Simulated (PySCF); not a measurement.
Computed with B3LYP-D3(BJ)/def2-TZVP // B3LYP-D3(BJ)/def2-SVP (PySCF 2.14.0). Isolated molecules, 0 K electronic values unless said otherwise. B3LYP has the VWN-RPA correlation part, as in Gaussian. Delta-SCF ions had no search for a lower state. Excitations are Tamm–Dancoff values on a coarser integration grid. The basis has no diffuse functions, so Rydberg states are missing or too high.

Reference species (SMILES): `CC[Si](Cl)(Cl)Cl` (neutral, multiplicity 1).

```yaml
vertical ionisation energy (Delta-SCF): 10.74 eV
S1 excitation (TDA): 7.39 eV
S1 oscillator strength: 0.000
```

After one change: the vertical ionisation energy (Delta-SCF) rises by 0.62 eV; the S1 excitation (TDA) decreases by 0.46 eV; the S1 oscillator strength hardly moves.

### Question
What was changed between the two runs? The new species is one of these.
A. `CC[Si](CC)(CC)CC`
B. `CC[Si](Cl)(Cl)CC` (C–C–Si–Cl torsion -179°, Cl–Si–C–C torsion 63°)
C. `CC[Si](Cl)(CC)CC`
D. `Cl[Si](Cl)(Cl)Cl`

### Answer
D, `Cl[Si](Cl)(Cl)Cl`
